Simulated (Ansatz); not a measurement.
A made-up structure of C$_{2}$H$_{6}$Al (charge -1), singlet:

| atom | x (Å) | y (Å) | z (Å) |
| --- | --- | --- | --- |
| C1 | -0.2303 | 1.0603 | -0.8131 |
| C2 | 0.2710 | -1.1143 | 1.2291 |
| Al3 | 0.0253 | -0.3752 | -0.4394 |
| H4 | -1.1881 | 1.2174 | -1.3429 |
| H5 | 0.5424 | 1.4907 | -1.4766 |
| H6 | -0.2644 | 1.7091 | 0.0718 |
| H7 | 0.0777 | -1.2972 | -1.6466 |
| H8 | 0.4465 | -2.1478 | 1.3864 |
| H9 | 0.2511 | -0.5503 | 2.1263 |

It is relaxed with PBE-D4/def2-SVPD and then PBE0-D4/def2-TZVPD (Ansatz 0.2.0). Atoms count as bonded within 1.22 times the sum of their covalent radii (H–H: 0.88 Å). The end point is not checked to be a true minimum.

Problem. Does its bonding change? (Judge from chemistry; the calculation decides.)

Solution. By the calculation: No: no bond forms or breaks.

Where it ends: The first stage lowers the energy by 3.73 eV in 10 steps. It ends as C₂H₆Al ([CH2][AlH][CH3]), total charge -1:
| atom | x (Å) | y (Å) | z (Å) |
| --- | --- | --- | --- |
| C1 | -0.2731 | 1.2986 | -0.8807 |
| C2 | 0.2980 | -1.2526 | 1.3048 |
| Al3 | 0.0673 | -0.6219 | -0.4052 |
| H4 | -1.2281 | 1.4250 | -1.4067 |
| H5 | 0.5047 | 1.6984 | -1.5440 |
| H6 | -0.3021 | 1.9315 | 0.0137 |
| H7 | 0.1135 | -1.5630 | -1.7419 |
| H8 | 0.4839 | -2.2996 | 1.5561 |
| H9 | 0.2671 | -0.6237 | 2.1989 |

Labels in which every atom is bracketed show which atoms are joined, not bond orders.

For scale, one of the runs: PBE0-D4/def2-TZVPD relaxation, 171 basis functions, launched by `ansatz run in.yaml --threads 2 --pin off --events-out ev --progress --plain --max-ram 4352MiB`. The run took about 23 s on 2 CPU threads of an Arm Neoverse V2 (shared host).
